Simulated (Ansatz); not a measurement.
Structure relaxation of HfSn3

Theory: Ansatz 0.2.0, DFT r2SCAN, scalar-relativistic, plane waves, PAW. Cutoff 500 eV, Γ-centred k mesh, Gaussian smearing, no spin polarisation in the final step.

A relaxed cell is given with its space group left out.

```xyz
4
Lattice="4.5686 0.0000 0.0000 0.0000 4.5686 0.0000 0.0000 0.0000 4.5686" Properties=species:S:1:pos:R:3 pbc="T T T"
Hf    0.0000    0.0000    0.0000
Sn    0.0000    2.2843    2.2843
Sn    2.2843    0.0000    2.2843
Sn    2.2843    2.2843    0.0000
```

The zero of energy is the elements' standard structures at the same level; no fitted shifts are applied.

What space group does it have?

Pm-3m (No. 221). Conventional cell: a = 4.569 Å. Hf has 12 Sn at 3.23 Å; around Sn lie 4 Hf at 3.23 Å and 8 Sn at 3.23 Å.

What is its formation energy per atom?

0.15 eV/atom.

Is it a metal?

Yes, bands cross the Fermi level on the 10×10×10 mesh.

The final run used a 10×10×10 mesh on its 4-atom cell and 0.10 eV smearing. For metals, differences of a few meV/atom aren't resolved. Spin–orbit coupling is left out. The cell came from a trial start, so HfSn3 may not exist in this structure.

Cost: 2 runs of about 2.8 core-minutes in all, on Intel Xeon Platinum 8259CL (Skylake/Cascade Lake) (shared hosts).